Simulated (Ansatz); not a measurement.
A nudged elastic band was laid between two geometries of CH6Si + H4Si (13 atoms, charge 0, multiplicity 1).

Computed with Ansatz, RKS PBE/def2-SVP.

```yaml
movable_images: 7
climbing_image: yes
spring: 5.0 eV/Å²
optimiser: quadratic models (default)
start_path: through a guess of the saddle point
force_threshold: 0.03 eV/Å
iteration_limit: 60
end_points: relaxed
```

First end point:

```xyz
13
Properties=species:S:1:pos:R:3
Si -0.681 0.525 1.504
C 0.363 -1.009 1.875
H -2.037 0.138 0.972
H -0.883 1.351 2.747
H -0.007 1.396 0.475
H 0.471 -0.852 -1.755
Si 0.301 0.320 -2.684
H 0.516 -1.611 0.956
H 1.358 -0.722 2.269
H -0.134 -1.651 2.630
H 0.525 -0.139 -4.099
H 1.302 1.386 -2.339
H -1.092 0.866 -2.551
```

Last end point:

```xyz
13
Properties=species:S:1:pos:R:3
Si -1.047 1.508 0.292
C 1.054 -2.095 1.285
H -2.035 0.447 0.700
H -1.728 2.850 0.356
H 0.099 1.504 1.270
H 0.950 -1.633 0.285
Si -0.269 1.108 -1.894
H 0.727 -3.151 1.235
H 2.112 -2.052 1.605
H 0.427 -1.547 2.013
H 0.336 -0.269 -1.999
H 0.781 2.122 -2.270
H -1.407 1.208 -2.878
```

Question: Which bonds break or form, and what moves?

Answer: Bonds broken: Si1–C2, H6–Si7. Bonds formed: Si1–Si7, C2–H6. CH6Si + H4Si becomes CH4 + H6Si2.

Question: What energy profile does the band end with?

Answer: The run converged. The highest image is number 4 of 0 to 8, 3.18 eV above the first end and 3.37 eV above the last; the last end lies 0.19 eV below the first. Neighbouring images differ by up to 2.4 eV, so the band resolves the path poorly. A vibrational analysis at the climbing image gives one clearly imaginary mode, 1144i cm⁻¹: a first-order saddle point. The orbitals stay closed-shell, which can raise the energy where a bond breaks towards radicals; this wasn't checked here.

```tsv
image	path coordinate (Å)	energy (eV)	Si1–C2 (Å)	H6–Si7 (Å)	Si1–Si7 (Å)
0	0.00	0.00	1.89	1.51	4.31
1	1.30	0.02	1.89	1.50	4.16
2	2.60	0.12	1.90	1.50	3.81
3	3.89	0.80	1.92	1.51	3.10
4	5.19	3.18	2.13	1.91	2.54
5	6.49	0.87	2.81	2.52	2.40
6	7.78	-0.09	3.44	2.93	2.37
7	9.08	-0.17	3.95	3.30	2.36
8	10.38	-0.19	4.29	3.71	2.35
```

Question: What is the geometry of the highest image?

Answer: 
```xyz
13
Properties=species:S:1:pos:R:3:forces:R:3
Si -0.725 0.559 0.696 -0.03 0.01 -0.01
C 0.640 -1.019 1.133 0.02 -0.03 0.03
H -1.687 -0.534 0.236 0.00 0.00 0.00
H -1.698 1.289 1.640 0.00 0.00 0.00
H 0.460 1.502 0.870 0.00 0.00 0.00
H 0.454 -0.423 -0.148 -0.01 0.00 0.00
Si -0.006 0.533 -1.735 0.00 0.01 0.00
H 0.420 -2.041 0.765 0.00 0.00 0.00
H 1.726 -0.801 1.152 0.00 0.00 0.00
H 0.306 -1.000 2.197 0.00 0.00 -0.01
H -0.376 -0.686 -2.545 0.00 0.00 0.00
H 1.402 0.975 -2.059 0.00 0.00 0.00
H -0.915 1.647 -2.204 0.00 0.00 0.00
```

Run time: 3.2 min on 2 threads of Arm Neoverse V2, on a shared host, peak memory 0.12 GiB.
